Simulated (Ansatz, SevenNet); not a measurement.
## How the volume per atom of tetradymite Bi₂Se₃ moves with the method

No measured value is used here.

```tsv
level (code)	value (Å³/atom)
SevenNet-0 (SevenNet)	30.94
LDA (Ansatz)	27.15
PBE (Ansatz)	31.88
PBEsol (Ansatz)	28.17
PBE-D4 (Ansatz)	28.17
r²SCAN+rVV10 (Ansatz)	29.04
```

Density-functional levels without +SOC have no spin–orbit coupling. LDA, PBE, PBEsol: the cell comes from a level without a dispersion term, which matters for the spacing of layers, chains or molecules. Cutoffs differ between the levels. Ansatz's density-functional and Hartree–Fock values are scalar-relativistic unless marked +SOC, with PAW data made under PBE.

Machine-learned potentials (SevenNet-0) are trained on DFT data, which may include these solids.

Ansatz is an electronic-structure program.
